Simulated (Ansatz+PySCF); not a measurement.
**singlet C4H4: levels of theory in one basis**

```yaml
atoms:
  - { symbol: C, position_ang: [0.6707, 0.7778, -0.0078] }
  - { symbol: C, position_ang: [-0.6766, 0.7786, -0.0008] }
  - { symbol: C, position_ang: [-0.6666, -0.7840, 0.0099] }
  - { symbol: C, position_ang: [0.6586, -0.7816, -0.0035] }
  - { symbol: H, position_ang: [1.4471, 1.5461, 0.0030] }
  - { symbol: H, position_ang: [-1.4460, 1.5468, -0.0057] }
  - { symbol: H, position_ang: [-1.4389, -1.5436, 0.0022] }
  - { symbol: H, position_ang: [1.4378, -1.5448, -0.0045] }
```

Basis set: def2-SVP (spherical functions). Left uncorrelated: 4 orbitals. Charge 0, multiplicity 1.

Computed with Ansatz (development build ahead of 0.2.0); each method stands on the lowest determinant of its kind that the runs found. NEVPT2 correlates all electrons. Active spaces start from the frontier orbitals, and the lowest solution found is given.

```csv
method,E − E(RHF) (eV),<S²> of the determinant
RHF,0.00,0.00
UHF,-0.77,0.98
RHF-MP2,-14.23,–
RHF-CCSD,-15.25,–
RHF-CCSD(T),-15.92,–
"CASSCF(4,4)",-1.83,–
"SC-NEVPT2(4,4)",-14.74,–
```

Problem. What does UHF-MP2 give on the same scale?

Solution. -13.40 eV.

Problem. Is a single determinant a sound starting point here?

Solution. It is doubtful. Unrestricted orbitals lower Hartree–Fock by 0.77 eV and <S²> is 0.98 where a pure state has 0.00, a sign of strong static correlation. The CASSCF(4,4) natural occupations are 1.92, 1.83, 0.17, 0.08.

Caution for RHF, RHF-MP2, RHF-CCSD, RHF-CCSD(T): an unrestricted determinant lies well below. Caution for UHF, UHF-MP2: the unrestricted determinant is a mixture of spin states. Caution for UHF-MP2: a plain start can end on a higher determinant; another reference gives a lower total. Caution for CASSCF(4,4), SC-NEVPT2(4,4): other starts end on other solutions of this active space.
